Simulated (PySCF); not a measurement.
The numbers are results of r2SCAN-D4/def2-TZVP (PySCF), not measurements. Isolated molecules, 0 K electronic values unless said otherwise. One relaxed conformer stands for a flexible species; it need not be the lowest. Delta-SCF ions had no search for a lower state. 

Reference species (SMILES): `NCN` (neutral, multiplicity 1).

```json
{
 "vertical ionisation energy (Delta-SCF)": "8.80 eV",
 "HOMO–LUMO gap": "6.23 eV"
}
```

Changed species: `CN` (1 of 4 H replaced by NH2; the reference has 2 of 4 H replaced by NH2).

Task: What does the change do to the vertical ionisation energy (Delta-SCF) and HOMO–LUMO gap?

Result: the vertical ionisation energy (Delta-SCF) rises by 0.65 eV, to 9.45 eV; the HOMO–LUMO gap rises by 0.59 eV, to 6.82 eV.
